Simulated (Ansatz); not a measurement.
Steps of a relaxation of C5H5F, SMILES `C=CC#CCF` with RKS PBE-D4/def2-SVP.

```sh
$ ansatz run in.yaml --threads 4 --pin off --events-out ev --progress --plain --max-ram 10444MiB
```

```yaml
crystal:
  periodic: [false, false, false]
  atoms:
    - {symbol: C, position_ang: [0.094800, -2.103200, 1.476200]}
    - {symbol: C, position_ang: [-0.425000, -0.809100, 1.430700]}
    - {symbol: C, position_ang: [-0.222800, 0.046100, 0.305700]}
    - {symbol: C, position_ang: [0.076000, 0.780600, -0.621700]}
    - {symbol: C, position_ang: [0.239300, 1.641700, -1.777600]}
    - {symbol: F, position_ang: [-0.352500, 2.865000, -1.512200]}
    - {symbol: H, position_ang: [0.648200, -2.474100, 0.647800]}
    - {symbol: H, position_ang: [-0.101400, -2.677900, 2.316300]}
    - {symbol: H, position_ang: [-0.990000, -0.395900, 2.308500]}
    - {symbol: H, position_ang: [1.306500, 1.825800, -1.897000]}
    - {symbol: H, position_ang: [-0.207800, 1.244000, -2.656100]}
basis:
  gaussian: {orbitals: def2-SVP}
hamiltonian: {xc: pbe, dispersion: d4}
relax: {f_tol: 0.03, max_steps: 200}
```

Positions (Å) and forces (eV/Å) along the path, 7 of 7 steps:

```xyz
11
step=1 energy=-7965.0467 eV
C     0.095   -2.103    1.476   -1.272    3.886   -0.871
C    -0.425   -0.809    1.431    0.670   -1.408    0.027
C    -0.223    0.046    0.306    0.009   -0.629    1.153
C     0.076    0.781   -0.622   -0.315   -0.043   -0.712
C     0.239    1.642   -1.778    0.283    0.878    2.044
F    -0.352    2.865   -1.512   -0.279    0.583   -0.146
H     0.648   -2.474    0.648    0.713   -0.618   -0.980
H    -0.101   -2.678    2.316   -0.301   -1.584    2.009
H    -0.990   -0.396    2.308    0.226   -0.249   -0.498
H     1.306    1.826   -1.897    0.814    0.019   -0.539
H    -0.208    1.244   -2.656   -0.548   -0.834   -1.487
11
step=2 energy=-7965.2828 eV
C     0.065   -2.108    1.482   -0.223    1.314   -0.012
C    -0.383   -0.817    1.440   -0.241   -0.621   -0.183
C    -0.195    0.041    0.321    0.293    0.059    0.168
C     0.081    0.791   -0.615   -0.375   -0.130   -0.066
C     0.239    1.675   -1.763    0.089    0.383    0.704
F    -0.368    2.909   -1.540    0.000    0.024   -0.047
H     0.632   -2.512    0.643    0.210   -0.283   -0.167
H    -0.098   -2.689    2.383   -0.084   -0.485    0.324
H    -1.014   -0.433    2.272    0.277    0.021   -0.109
H     1.318    1.852   -1.942    0.182   -0.001   -0.182
H    -0.212    1.234   -2.661   -0.128   -0.281   -0.429
11
step=3 energy=-7965.2903 eV
C     0.066   -2.107    1.483   -0.205    1.227   -0.017
C    -0.384   -0.818    1.439   -0.218   -0.577   -0.180
C    -0.194    0.042    0.322    0.259    0.044    0.187
C     0.074    0.794   -0.613   -0.340   -0.134   -0.067
C     0.237    1.677   -1.760    0.108    0.367    0.601
F    -0.366    2.911   -1.542   -0.015    0.053   -0.038
H     0.634   -2.512    0.645    0.204   -0.273   -0.164
H    -0.099   -2.692    2.382   -0.083   -0.464    0.316
H    -1.011   -0.433    2.272    0.249    0.029   -0.091
H     1.316    1.848   -1.945    0.211    0.014   -0.134
H    -0.206    1.234   -2.662   -0.170   -0.285   -0.413
11
step=4 energy=-7965.3118 eV
C     0.077   -2.104    1.501   -0.200   -0.229   -0.019
C    -0.425   -0.850    1.401    0.278    0.288    0.419
C    -0.208    0.028    0.305    0.152    0.162   -0.200
C     0.034    0.803   -0.621   -0.229   -0.143    0.163
C     0.234    1.702   -1.752    0.030   -0.006   -0.106
F    -0.374    2.940   -1.566    0.066   -0.102    0.009
H     0.660   -2.549    0.675   -0.098   -0.020    0.128
H    -0.134   -2.718    2.398    0.161    0.133   -0.192
H    -0.932   -0.405    2.288   -0.104   -0.151   -0.321
H     1.327    1.863   -1.932   -0.132   -0.003    0.022
H    -0.193    1.234   -2.676    0.075    0.071    0.098
11
step=5 energy=-7965.3381 eV
C     0.067   -2.113    1.504    0.020    0.021   -0.065
C    -0.375   -0.836    1.420    0.025   -0.006   -0.049
C    -0.167    0.035    0.315    0.001   -0.086    0.085
C     0.007    0.803   -0.628    0.001    0.181   -0.132
C     0.222    1.707   -1.757    0.008   -0.115    0.075
F    -0.379    2.944   -1.584   -0.038    0.012    0.061
H     0.640   -2.578    0.686   -0.010    0.006    0.015
H    -0.136   -2.719    2.397   -0.010   -0.015    0.035
H    -0.945   -0.410    2.264   -0.027    0.031    0.026
H     1.314    1.864   -1.910    0.035   -0.008   -0.007
H    -0.182    1.245   -2.686   -0.007   -0.020   -0.043
11
step=6 energy=-7965.3392 eV
C     0.068   -2.112    1.503    0.002   -0.017    0.007
C    -0.374   -0.835    1.415   -0.009   -0.015    0.037
C    -0.161    0.031    0.311    0.012    0.080   -0.094
C     0.008    0.804   -0.630   -0.007   -0.054    0.059
C     0.222    1.704   -1.755   -0.006    0.019   -0.016
F    -0.381    2.940   -1.569    0.002    0.006    0.011
H     0.643   -2.581    0.690   -0.002    0.006    0.003
H    -0.140   -2.714    2.399   -0.001   -0.012    0.007
H    -0.948   -0.404    2.257    0.003   -0.003   -0.003
H     1.315    1.861   -1.912    0.010    0.006    0.001
H    -0.185    1.250   -2.689   -0.005   -0.015   -0.011
11
step=7 energy=-7965.3393 eV
C     0.067   -2.113    1.506    0.000   -0.004    0.002
C    -0.373   -0.836    1.415   -0.003    0.009   -0.005
C    -0.159    0.030    0.308   -0.001   -0.003    0.009
C     0.011    0.802   -0.633    0.002   -0.001   -0.003
C     0.222    1.705   -1.756   -0.002   -0.001    0.006
F    -0.382    2.940   -1.564    0.002   -0.003   -0.002
H     0.644   -2.582    0.694    0.001   -0.003    0.001
H    -0.143   -2.715    2.402    0.001   -0.002    0.000
H    -0.948   -0.403    2.254    0.000    0.000   -0.001
H     1.314    1.864   -1.915   -0.001    0.004   -0.004
H    -0.187    1.251   -2.690    0.000    0.004   -0.003
```

Run time 7.5 s (4 threads of an Arm Neoverse V1 on a shared host); peak host memory 0.14 GiB.
